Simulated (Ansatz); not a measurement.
Worked example: BSiH3 (H-bridged), triplet against BSiH$_{3}$ (H-bridged), singlet

Geometry (PBE0/def2-TZVP stationary point of a singlet), kept for both states (BSiH3 (H-bridged), singlet: A'; BSiH3 (H-bridged), triplet: A''):

```json
{"atom": "Si", "x (Å)": "0.0091", "y (Å)": "0.0000", "z (Å)": "0.6016"}
{"atom": "B", "x (Å)": "0.0825", "y (Å)": "0.0000", "z (Å)": "-1.2150"}
{"atom": "H", "x (Å)": "-0.6559", "y (Å)": "-0.9412", "z (Å)": "-0.6669"}
{"atom": "H", "x (Å)": "-0.6559", "y (Å)": "0.9412", "z (Å)": "-0.6669"}
{"atom": "H", "x (Å)": "0.1724", "y (Å)": "0.0000", "z (Å)": "-2.3958"}
```

Basis cc-pVDZ; Ansatz 0.2.0. Correlated methods freeze the noble-gas cores. Prefix R: restricted or restricted open-shell reference; prefix U: unrestricted.

Full CI isn't at hand for all of this; UCCSDT(Q) serves as the reference, and is uncertain by about the last step of the cluster series.

```
    level  E(BSiH3 (H-bridged), singlet) (hartree)  E(BSiH3 (H-bridged), triplet) (hartree)
      UHF                              -315.266799                              -315.167917
     UMP2                              -315.456844                              -315.334274
 UCCSD(T)                              -315.499341                              -315.380381
      PBE                              -315.862830                              -315.752721
   r2SCAN                              -316.010509                              -315.902543
UCCSDT(Q)                              -315.500914                              -315.382220
```

Problem. Give the vertical gap, BSiH3 (H-bridged) triplet less BSiH3 (H-bridged) singlet, at each level in eV (1 hartree = 27.2114 eV), and each error against UCCSDT(Q).

Solution. UCCSDT(Q): (-315.382220 − (-315.500914)) × 27.2114 = 3.230 eV (the reference)
r2SCAN: (-315.902543 − (-316.010509)) × 27.2114 = 2.938 eV, error -0.292 eV
PBE: (-315.752721 − (-315.862830)) × 27.2114 = 2.996 eV, error -0.234 eV
UCCSD(T): (-315.380381 − (-315.499341)) × 27.2114 = 3.237 eV, error 0.007 eV
UMP2: (-315.334274 − (-315.456844)) × 27.2114 = 3.335 eV, error 0.105 eV
UHF: (-315.167917 − (-315.266799)) × 27.2114 = 2.691 eV, error -0.539 eV

Total energies of functionals can't be set beside those of wave-function methods, since they hold the core's correlation and their own absolute errors; only the differences compare.

In so small a basis the reference is far from its limit while semilocal and hybrid functionals are nearer theirs, so the functionals' errors here hold much of the reference's basis and frozen-core error, which can add to them or hide them.

Each level lands on the state that its own search finds. T1 diagnostics of restricted CCSD: 0.014 and 0.028.
